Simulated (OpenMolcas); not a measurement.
# SiH4 (silane): levels of theory compared

Wanted: a comparison of 3 runs (HF/STO-3G, B2PLYP/STO-3G, ACPF/STO-3G) of SiH4 (silane). 

Program for the calculation: OpenMolcas 26.06.

### 1 The structure to begin with

SiH4 has 5 atoms, charge 0, and is taken as a singlet. SMILES: `[SiH4]`. The Si1–H3 distance was set to 2.598 Å, away from the relaxed value. At this shape a bond of the SMILES string is far longer than usual.

Bond lengths: Si1–H2 1.485 Å, Si1–H4 1.485 Å, Si1–H5 1.485 Å. Angles: H2–Si1–H4 109.5°, H2–Si1–H5 109.5°, H4–Si1–H5 109.5°.

### 2 A single-point energy at HF/STO-3G (run 1)

File run.input:

```
&GATEWAY
BasLib=$CurrDir
Coord
5
angstrom
Si       0.998291      -0.033676      -0.492195
H        1.965891      -0.722076       0.398805
H       -1.331000       0.044900       0.656000
H        0.893191      -0.773976      -1.774695
H        1.466791       1.350124      -0.756295
Basis=STO-3G
Group=NoSym
&SEWARD
&SCF
Thresholds=1e-10 1e-07 1e-07 1e-05
PrOrbitals=1 1
```

The basis set STO-3G is read from a file made from the Basis Set Exchange's data (not shown).

On the command line:

```bash
$ export MOLCAS_MEM=1860
$ pymolcas run.input > run.log
```

The log of the run:

```text
--- Start Module: gateway ---
[...]
--- Stop Module: gateway /rc=_RC_ALL_IS_WELL_ ---
--- Start Module: seward ---
[...]
      Basis functions           13
--- Stop Module: seward /rc=_RC_ALL_IS_WELL_ ---
--- Start Module: scf ---
[...]
       Convergence after  10 Iterations
[...]
::    Total SCF energy                               -287.6722532657
[...]
      Total spin, S                                     0.0000000000
[...]
      Total electronic charge=   18.000000
      Total            charge=   -0.000000
[...]
      Dipole Moment (debye):
      Origin of the operator (angstrom)=    0.9669   -0.0326   -0.4767
                   X=  1.0998E+00               Y= -3.7093E-02               Z= -5.4265E-01           Total=  1.2270E+00
      Quadrupole Moment (debye*angstrom):
[...]
--- Stop Module: scf /rc=_RC_ALL_IS_WELL_ ---
[...]
```

Run time: 1.5 s. Hardware: 1 thread of Arm Neoverse V1, shared host; peak memory 0.37 GiB.

### 3 A single-point energy at B2PLYP/STO-3G (run 2)

File run.inp:

```
&gateway
 baslib=$CurrDir
 coord
 5
 angstrom
 Si       0.998291      -0.033676      -0.492195
 H        1.965891      -0.722076       0.398805
 H       -1.331000       0.044900       0.656000
 H        0.893191      -0.773976      -1.774695
 H        1.466791       1.350124      -0.756295
 basis=STO-3G
 group=NoSym

&seward
 gridinput
 Grid=UltraFine
 End of Grid

&scf
 ksdft=B2PLYP_SCF
 thresholds=1e-10 1e-07 1e-07 1e-05
 prorbitals=1 1

&mbpt2
 frozen=5
```

The basis set STO-3G is read from a file made from the Basis Set Exchange's data (not shown).

On the command line:

```bash
$ export MOLCAS_MEM=1860
$ pymolcas run.inp > run.log
```

The log of the run:

```text
--- Start Module: gateway ---
[...]
--- Stop Module: gateway /rc=_RC_ALL_IS_WELL_ ---
[...]
      Basis functions           13
[...]
--- Start Module: scf ---
[...]
       Convergence after   9 Iterations
[...]
::    Total KS-DFT energy                            -288.1347094666
[...]
      Total spin, S                                     0.0000000000
[...]
      Total electronic charge=   18.000000
      Total            charge=   -0.000000
[...]
      Dipole Moment (debye):
      Origin of the operator (angstrom)=    0.9669   -0.0326   -0.4767
                   X=  9.1793E-01               Y= -3.0966E-02               Z= -4.5293E-01           Total=  1.0241E+00
      Quadrupole Moment (debye*angstrom):
[...]
--- Stop Module: scf /rc=_RC_ALL_IS_WELL_ ---
[...]
--- Start Module: mbpt2 ---
[...]
 ###    WARNING: MP2 implementation intended for RHF references only         ###
 ###############################################################################
MBPT2 WARNING: Reference function according to RunFile:KS-DFT
I'll assume you know what you're doing and continue
WARNING!
Default frozen orbitals as non valence orbitals is overwritten by user input.
Default values:   2
[...]
       Reference weight ( Cref**2 )         =        0.84967
::    Total MBPT2 energy                             -288.2588377608
[...]
      Total MBPT2 calculations                           0.03      0.04
--- Stop Module: mbpt2 /rc=_RC_ALL_IS_WELL_ ---
[...]
```

Wall time 3.6 s (1 thread of Arm Neoverse V1, shared host); peak memory 0.37 GiB.

### 4 A single-point energy at ACPF/STO-3G (run 3)

File run.inp:

```
* H4Si ACPF

&GATEWAY
 BasLib=$CurrDir
 Coord
 5
 angstrom
 Si       0.998291      -0.033676      -0.492195
 H        1.965891      -0.722076       0.398805
 H       -1.331000       0.044900       0.656000
 H        0.893191      -0.773976      -1.774695
 H        1.466791       1.350124      -0.756295
 Basis=STO-3G
 Group=NoSym

&SEWARD

&SCF
 Thresholds=1e-10 1e-07 1e-07 1e-05
 PrOrbitals=1 1

&MOTRA
 Frozen=5

&GUGA
 Electrons=8
 Spin=1
 Inactive=4
 Active=0
 CIAll=1

&CPF
 ACPF
```

The basis set STO-3G is read from a file made from the Basis Set Exchange's data (not shown).

On the command line:

```bash
$ export MOLCAS_MEM=1860
$ pymolcas run.inp > run.log
```

The log of the run:

```text
--- Start Module: gateway ---
[...]
--- Stop Module: gateway /rc=_RC_ALL_IS_WELL_ ---
[...]
      Basis functions           13
[...]
       Convergence after  10 Iterations
[...]
::    Total SCF energy                               -287.6722532657
[...]
      Total spin, S                                     0.0000000000
[...]
      *** WARNING: Default frozen orbitals is overwritten by user input.
      *** Default values:   2
[...]
--- Start Module: guga ---
[...]
--- Stop Module: guga /rc=_RC_ALL_IS_WELL_ ---
--- Start Module: cpf ---
[...]
      Active orbitals                            0       0
[...]
      Spin quantum number                      0.0
[...]
     FINAL ACPF ENERGY        -287.84066101
     FINAL CORRELATION ENERGY   -0.16840775  REFERENCE ENERGY    -287.67225327
[...]
      Title:  ACPF natural orbitals
[...]
      Total electronic charge=   18.000000
      Total            charge=    0.000000
[...]
      Dipole Moment (debye):
      Origin of the operator (angstrom)=    0.9669   -0.0326   -0.4767
                   X= -7.3953E-01               Y=  2.4919E-02               Z=  3.6421E-01           Total=  8.2473E-01
      Quadrupole Moment (debye*angstrom):
[...]
--- Stop Module: cpf /rc=_RC_ALL_IS_WELL_ ---
[...]
```

It took 1.6 s on 1 thread of Arm Neoverse V1, shared host; peak memory 0.37 GiB.

### 5 The series

| run | level | frozen core orbitals | integration grid | energy (Eh) | dipole moment (D) of the reference | HOMO energy (eV) | LUMO energy (eV) | wall time |
| --- | --- | --- | --- | --- | --- | --- | --- | --- |
| 1 | HF/STO-3G | – | – | -287.672253 | 1.23 | -6.03 | 4.26 | 1.5 s |
| 2 | B2PLYP/STO-3G | 5 | UltraFine | -288.168224 | 1.02 | -4.98 | 1.94 | 3.6 s |
| 3 | ACPF/STO-3G | 5 | – | -287.840661 | 1.23 | -6.03 | 4.26 | 1.6 s |

### 6 Results

| quantity | value |
| --- | --- |
| run 3: total energy | -287.84066 Eh |
| run 3: dipole moment (mean-field density) | 1.23 D |
| run 3: HOMO energy (Hartree–Fock orbitals) | -6.03 eV |
| run 3: LUMO energy (Hartree–Fock orbitals) | 4.26 eV |
| run 3: HOMO–LUMO gap (Hartree–Fock orbitals) | 10.30 eV |
| run 3: correlation energy (5 core orbitals frozen) | -168.4 mEh |

In words: For B2PLYP the log adds the whole second-order term; the table takes 0.27 of it, as the functional is defined. In runs 1, 2, 3 the basis is minimal, so the values are rough. In runs 1, 2, 3 a closed-shell determinant meets a far-stretched bond, which it describes badly. All runs together took 6.7 s, the longest 3.6 s.
